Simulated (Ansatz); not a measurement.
Input file:

```yaml
crystal:
  periodic: [false, false, false]
  atoms:
    - {symbol: O, position_ang: [-0.164236, -0.049094, 0.000000]}
    - {symbol: H, position_ang: [-0.413546, 0.877481, 0.000000]}
    - {symbol: H, position_ang: [1.000764, -0.049094, 0.000000]}
    - {symbol: H, position_ang: [2.019764, -0.049094, 0.000000]}
basis:
  gaussian: {orbitals: 6-31G}
magnetization: {spin_polarized: true, initial_magnetization: 1}
hamiltonian: {xc: {name: r2SCAN}}
correlation: {method: ccsd_t, electrons: outside_noble_gas}
```

```sh
$ ansatz run in.yaml --threads 1 --pin off --events-out ev --progress --plain --max-ram 2393MiB
```

(1) Roughly how long does this take on 1 thread of Arm Neoverse V1, shared host, and how much host memory?

```
171 factors; integrals over basis functions are off by at most 6.6e-4 eV
mean field evaluation 1: about -2086.8113 eV, gradient 3.2e1 eV
mean field evaluation 2: about -2086.8036 eV, gradient 3.2e1 eV
mean field evaluation 4: about -2090.4328 eV, gradient 6.2e0 eV
mean field evaluation 8: about -2090.7566 eV, gradient 3.7e-1 eV
mean field evaluation 16: about -2090.7579 eV, gradient 1.5e-5 eV
mean field -2090.75792704 eV, -76.8339366520 hartree, gradient 1.8e-6 eV, S^2 0.760122; 1 other end points of the search recorded, 0 dependent functions left out
1 core orbitals not correlated: weight in the atoms' cores, before any rotation towards them, 1.000 or more for the frozen orbitals, at most 0.000 for the correlated occupied ones
reference -2079.95666371 eV, -76.4369975462 hartree; 5, 4 occupied and 9, 10 virtual orbitals, 171 factors
second order -3.81026424 eV of doubles, -0.13356846 eV of singles
cycle   1  -3.91462059 eV  change    3.0e-2 eV  update   4.7e-2
cycle   2  -4.05697405 eV  change   -1.4e-1 eV  update   1.9e-2
cycle   3  -4.10223986 eV  change   -4.5e-2 eV  update   8.9e-3
cycle   4  -4.10485464 eV  change   -2.6e-3 eV  update   3.3e-3
cycle   5  -4.10407066 eV  change    7.8e-4 eV  update   1.2e-3
cycle   6  -4.10382828 eV  change    2.4e-4 eV  update   5.6e-4
cycle   7  -4.10385818 eV  change   -3.0e-5 eV  update   2.4e-4
cycle   8  -4.10384205 eV  change    1.6e-5 eV  update   7.4e-5
cycle   9  -4.10384353 eV  change   -1.5e-6 eV  update   2.5e-5
cycle  10  -4.10384684 eV  change   -3.3e-6 eV  update   9.2e-6
perturbative correction -0.05173647 eV, -0.0019012803 hartree
Total energy: -2084.11224702 eV, -76.5897124160 hartree
```

Answers

(1) 1.2 s wall and 0.09 GiB.
